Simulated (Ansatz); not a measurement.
Reaction (ligand exchange at the Al–C bond): `C[CH2][AlH2]` + `O[SiH3]` → `[AlH2][O][SiH3]` + `CC`

Program: Ansatz. Geometries: PBE0-D4/def2-TZVP. ΔE: electronic, gas phase. CBS: MP2 limit from def2 TZ/QZ plus the TZ coupled-cluster correction, frozen cores. This one scheme is used for every species. Functionals use def2-TZVPP. HSE06 is defined as in plane-wave codes.

`C[CH2][AlH2]`:

Cartesian coordinates in Å:
```
C -0.738 0.326 -1.061
C -0.403 0.253 0.427
Al 1.274 -0.630 0.917
H -1.689 0.834 -1.247
H -0.809 -0.669 -1.508
H 0.031 0.866 -1.622
H -1.209 -0.255 0.976
H -0.381 1.260 0.866
H 1.696 -0.735 2.448
H 2.229 -1.250 -0.196
```

`O[SiH3]`:

Z-matrix (Å, degrees):
```
Si
O 1 1.648
H 1 1.489 2 111.7
H 1 1.489 2 111.7 3 120.9
H 1 1.481 2 105.9 3 -119.6
H 2 0.957 1 117.9 3 -60.5
```

`[AlH2][O][SiH3]`:

Cartesian coordinates in Å:
```
Al -0.304 -1.257 -1.350
O -0.014 -0.129 -0.137
Si 0.235 0.964 1.037
H 0.412 -2.660 -1.242
H -1.272 -0.846 -2.528
H 1.396 1.825 0.688
H 0.515 0.280 2.328
H -0.967 1.823 1.206
```

`CC`:

```xyz
8

C     0.729   -0.025   -0.210
C    -0.729    0.025    0.210
H     0.847    0.213   -1.270
H     1.332    0.689    0.356
H     1.157   -1.018   -0.047
H    -0.848   -0.213    1.270
H    -1.332   -0.688   -0.356
H    -1.157    1.018    0.047
```

CCSD(T)/CBS gives -182.4 kJ/mol.

(1) Another level gave -183.5 kJ/mol. Which?
A. BLYP/def2-TZVPP
B. CAM-B3LYP-D4/def2-TZVPP
C. HSE06/def2-TZVPP
D. PBE/def2-TZVPP

Largest T1 diagnostic among the species: 0.012.

## Answers

(1) A. BLYP -183.5, PBE -168.9, HSE06 -173.5, CAM-B3LYP-D4 -189.1 kJ/mol.

At CCSD(T), def2-SVP lies −9.1 kJ/mol from the extrapolated value and def2-TZVPP −1.4 kJ/mol. Leaving LDA and LC-ωPBE aside and taking each functional with its dispersion term where it has one, the values, not all of them listed here, spread over 26.6 kJ/mol, from BHLYP-D4 to revPBE-D4.
